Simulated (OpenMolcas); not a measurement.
**singlet Si2H5O−: levels of theory compared**

Wanted: a comparison of 6 runs (HF/3-21G, HF/def2-SVPD, B2PLYP/def2-SVPD, B3LYP/def2-SVPD, BLYP/def2-SVPD, TPSS/def2-SVPD) of singlet Si2H5O−. 

The results are computed with OpenMolcas 26.06.

1 further run of the same task is left out (set aside as unsound or not needed).

### 1 The system as given

Si2H5O−: 8 atoms, total charge -1, spin state singlet. As SMILES of the parent species, `O[SiH][SiH3]`. The coordinates come from a PBE0-D4/def2-TZVP relaxation. This is one conformer, not always the lowest. That shape belongs to the parent species and isn't relaxed for this state.

Bond lengths: O1–Si2 1.657 Å, Si2–Si3 2.344 Å, O1–H4 0.959 Å, Si2–H5 1.490 Å, Si3–H6 1.488 Å, Si3–H7 1.491 Å, Si3–H8 1.489 Å. Angles: O1–Si2–Si3 114.2°, O1–Si2–H5 104.7°, Si3–Si2–H5 113.1°, Si2–O1–H4 116.9°, Si2–Si3–H6 108.0°, Si2–Si3–H7 114.5°, Si2–Si3–H8 108.6°, H6–Si3–H7 108.9°, H6–Si3–H8 108.7°, H7–Si3–H8 108.0°.

### 2 A single-point energy at HF/3-21G (run 1)

File run.inp:

```
&gateway
baslib
$CurrDir
coord
8
angstrom
O       -0.929000       0.938400      -1.717100
Si       0.090400       1.134000      -0.425000
Si       0.314200      -0.774200       0.917600
H       -1.805900       0.598400      -1.530300
H        1.378700       1.582300      -1.024400
H        1.190000      -0.426800       2.069000
H        0.883900      -1.960400       0.216700
H       -1.030200      -1.148700       1.437600
basis
3-21G
group
NoSym
&seward
&scf
charge
-1
thresholds
1e-10 1e-07 1e-07 1e-05
prorbitals
0
```

The basis set 3-21G is read from a file made from the Basis Set Exchange's data (not shown).

Launch:

```sh
export MOLCAS_MEM=1860
pymolcas run.inp > run.log
```

The log of the run:

```text
--- Start Module: gateway ---
[...]
--- Stop Module: gateway /rc=_RC_ALL_IS_WELL_ ---
--- Start Module: seward ---
[...]
      Basis functions           45
--- Stop Module: seward /rc=_RC_ALL_IS_WELL_ ---
--- Start Module: scf ---
[...]
       Convergence after  17 Iterations
[...]
::    Total SCF energy                               -652.1045495915
[...]
      Total spin, S                                     0.0000000000
[...]
      Total electronic charge=   42.000000
      Total            charge=   -1.000000
[...]
      Dipole Moment (debye):
      Origin of the operator (angstrom)=   -0.0379    0.3080   -0.1624
                   X= -1.4308E+00               Y= -2.5453E+00               Z=  4.8211E-02           Total=  2.9203E+00
      Center of Charge (angstrom)
[...]
--- Stop Module: scf /rc=_RC_ALL_IS_WELL_ ---
[...]
```

Run time: 1.3 s. Hardware: 1 thread of Intel Xeon 6975P-C (Granite Rapids), shared host; peak memory 0.38 GiB.

### 3 A single-point energy at HF/def2-SVPD (run 2)

File geom.xyz:

```xyz
8

O     -0.929000     0.938400    -1.717100
Si     0.090400     1.134000    -0.425000
Si     0.314200    -0.774200     0.917600
H     -1.805900     0.598400    -1.530300
H      1.378700     1.582300    -1.024400
H      1.190000    -0.426800     2.069000
H      0.883900    -1.960400     0.216700
H     -1.030200    -1.148700     1.437600
```

File job.inp:

```
&GATEWAY
 BasLib=$CurrDir
 Coord=geom.xyz
 Basis=def2-SVPD
 Group=NoSym

&SEWARD

&SCF
 Charge=-1
 Thresholds=1e-10 1e-07 1e-07 1e-05
 PrOrbitals=1 2
```

The basis set def2-SVPD is read from a file made from the Basis Set Exchange's data (not shown).

Launch:

```sh
export MOLCAS_MEM=1860
pymolcas job.inp > job.log
```

The log of the run:

```text
--- Start Module: gateway ---
[...]
--- Stop Module: gateway /rc=_RC_ALL_IS_WELL_ ---
--- Start Module: seward ---
[...]
      Basis functions          111
--- Stop Module: seward /rc=_RC_ALL_IS_WELL_ ---
[...]
--- Start Module: scf ---
[...]
       Convergence after  17 Iterations
[...]
::    Total SCF energy                               -655.3842181274
[...]
      Total spin, S                                     0.0000000000
[...]
      Total electronic charge=   42.000000
      Total            charge=   -1.000000
[...]
      Dipole Moment (debye):
      Origin of the operator (angstrom)=   -0.0379    0.3080   -0.1624
                   X= -1.2548E+00               Y= -3.2731E+00               Z= -6.3724E-01           Total=  3.5628E+00
      Center of Charge (angstrom)
[...]
--- Stop Module: scf /rc=_RC_ALL_IS_WELL_ ---
[...]
```

Run time: 12 s. Hardware: 1 thread of Intel Xeon 6975P-C (Granite Rapids), shared host; peak memory 0.66 GiB.

Runs 3 to 5 aren't shown in full; the table further down has their settings and results.

### 4 A single-point energy at TPSS/def2-SVPD (run 6)

File run.inp:

```
>>> EXPORT MOLCAS_PRINT=2

&gateway
 baslib=$CurrDir
 coord
 8
 angstrom
 O       -0.929000       0.938400      -1.717100
 Si       0.090400       1.134000      -0.425000
 Si       0.314200      -0.774200       0.917600
 H       -1.805900       0.598400      -1.530300
 H        1.378700       1.582300      -1.024400
 H        1.190000      -0.426800       2.069000
 H        0.883900      -1.960400       0.216700
 H       -1.030200      -1.148700       1.437600
 basis=def2-SVPD
 group=NoSym

&seward
 gridinput
 Grid=UltraFine
 End of Grid

&scf
 charge=-1
 ksdft=2
 1.0 MGGA_X_TPSS
 1.0 MGGA_C_TPSS
 thresholds=1e-10 1e-07 1e-07 1e-05
 prorbitals=0
```

The basis set def2-SVPD is read from a file made from the Basis Set Exchange's data (not shown).

Launch:

```sh
export MOLCAS_MEM=1860
pymolcas run.inp > run.log
```

The log of the run:

```text
--- Start Module: gateway ---
[...]
--- Stop Module: gateway /rc=_RC_ALL_IS_WELL_ ---
--- Start Module: seward ---
[...]
      Basis functions          111
--- Stop Module: seward /rc=_RC_ALL_IS_WELL_ ---
[...]
--- Start Module: scf ---
[...]
       Convergence after  21 Iterations
[...]
::    Total KS-DFT energy                            -657.0498894604
[...]
      Total spin, S                                     0.0000000000
[...]
      Total electronic charge=   42.000000
      Total            charge=   -1.000000
[...]
      Dipole Moment (debye):
      Origin of the operator (angstrom)=   -0.0379    0.3080   -0.1624
                   X= -1.3459E+00               Y= -2.4196E+00               Z= -8.1560E-01           Total=  2.8863E+00
      Center of Charge (angstrom)
[...]
--- Stop Module: scf /rc=_RC_ALL_IS_WELL_ ---
[...]
```

It took 58 s on 1 thread of Intel Xeon 6975P-C (Granite Rapids), shared host; peak memory 0.66 GiB.

### 5 Overview of the runs

```csv
run,level,frozen core orbitals,integration grid,energy (Eh),HOMO energy (eV),LUMO energy (eV),HOMO–LUMO gap (eV),wall time
1,HF/3-21G,–,–,-652.104550,-0.34,8.82,9.16,1.3 s
2,HF/def2-SVPD,–,–,-655.384218,-0.64,5.98,6.62,12 s
3,B2PLYP/def2-SVPD,11,UltraFine,-656.663241,0.48,4.83,4.35,35 s
4,B3LYP/def2-SVPD,–,UltraFine,-657.034801,1.23,3.82,2.59,37 s
5,BLYP/def2-SVPD,–,UltraFine,-656.956228,1.99,3.39,1.40,40 s
6,TPSS/def2-SVPD,–,UltraFine,-657.049889,1.85,3.56,1.70,58 s
```

### 6 Summary of results

| quantity | value |
| --- | --- |
| run 6: total energy | -657.04989 Eh |
| run 6: HOMO energy | 1.85 eV |
| run 6: LUMO energy | 3.56 eV |
| run 6: HOMO–LUMO gap (to an unbound level, set by the basis) | 1.70 eV |

The HOMO–LUMO gap runs from 1.40 eV (BLYP/def2-SVPD) to 9.16 eV (HF/3-21G). The two ends differ in method and basis. The empty levels of an anion lie above zero and hang on the basis. For B2PLYP the log adds the whole second-order term; the table takes 0.27 of it, as the functional is defined. Totals of different functionals can't be ranked against each other. In runs 3, 4, 5, 6 the HOMO lies above zero, so the outermost electron may be held by the basis alone. All runs together took 3 min, the longest 58 s.
